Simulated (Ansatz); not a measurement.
The same path of CH3SSi (6 atoms, charge 0, multiplicity 2) was run 3 times with different band settings. The coordinate that changes most is the dihedral C1–Si2–S3–H6.

All numbers below come from Ansatz, UKS B3LYP/def2-SVP.

Relaxed end points:

```xyz
6
Properties=species:S:1:pos:R:3
C -1.020 -0.594 -0.832
Si -0.078 0.609 -0.151
S 1.494 0.372 1.285
H -1.556 -1.461 -1.196
H -0.212 2.049 -0.462
H 1.373 -0.975 1.355
```

```xyz
6
Properties=species:S:1:pos:R:3
C -1.181 -0.702 -0.987
Si -0.106 0.245 -0.124
S 1.459 -0.538 1.115
H -1.806 -1.404 -1.523
H -0.126 1.726 -0.121
H 1.761 0.673 1.640
```

Common settings: climbing image yes; optimiser quadratic models (default); start path IDPP; force threshold 0.05 eV/Å; end points relaxed.

| run | movable images | spring | iteration limit |
| --- | --- | --- | --- |
| 1 | 9 | 5.0 eV/Å² | 26 |
| 2 | 3 | 5.0 eV/Å² | 60 |
| 3 | 9 | 0.1 eV/Å² | 40 |

**Question.** What does each run give, and how far can it be trusted?

**Answer.** Run 1: converged after 6 iterations, highest image 0.089 eV above the first end. A vibrational analysis at the climbing image gives one clearly imaginary mode, 172i cm⁻¹: a first-order saddle point.
Run 2: converged after 5 iterations, highest image 0.089 eV above the first end. Another band between the same ends (9 images) ends at a top of the same energy, where a vibrational analysis finds 1 clearly imaginary mode. So few images can step over the top or miss a turn of the path.
Run 3: converged after 6 iterations, highest image 0.089 eV above the first end. Another band between the same ends (9 images) ends at a top of the same energy, where a vibrational analysis finds 1 clearly imaginary mode.
